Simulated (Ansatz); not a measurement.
C2H5FO can be A, `COCF`, or B, `CC(O)F`.

Isolated molecules relaxed with PBE0-D4/def2-TZVP in Ansatz; ΔE leaves out vibrations. CCSD(T)/CBS adds triple-zeta CCSD(T) − MP2 to the extrapolated MP2 energy (def2 sets, frozen cores). DFT in def2-TZVPP. B3LYP here is the variant with VWN-RPA as its local correlation; programs differ in this. One conformer a species, not always the lowest.

(1) Which isomer does CCSD(T)/CBS put lower? Give the gap. (Best estimate.)

(2) Give E(B) − E(A) in kcal/mol with r2SCAN-D4, LDA (SPW92), B2PLYP, HF/def2-TZVPP, B3LYP, PBE-D4, MP2/def2-TZVPP. (Estimate.)

(3) Does the order hold for the free energy at 298.15 K (harmonic terms from PBE0-D4)? (An estimate is asked.)

Largest T1 diagnostic: 0.011.

Results:

(1) Ansatz gave: B, by 16.4 kcal/mol.

(2) Computed: r2SCAN-D4 -16.1, LDA (SPW92) -16.7, B2PLYP -15.2, HF/def2-TZVPP -14.2, B3LYP -14.6, PBE-D4 -15.4, MP2/def2-TZVPP -16.6. None reverses the order clearly.

(3) Computed: Yes: G(B) − G(A) = -16.4 kcal/mol, for one conformer each.

At CCSD(T), def2-SVP lies +1.0 kcal/mol from the extrapolated value and def2-TZVPP +0.7 kcal/mol. From BLYP to BHLYP (50 % exact exchange), in def2-TZVPP and without D4, E(B) − E(A) moves by −1.1 kcal/mol.
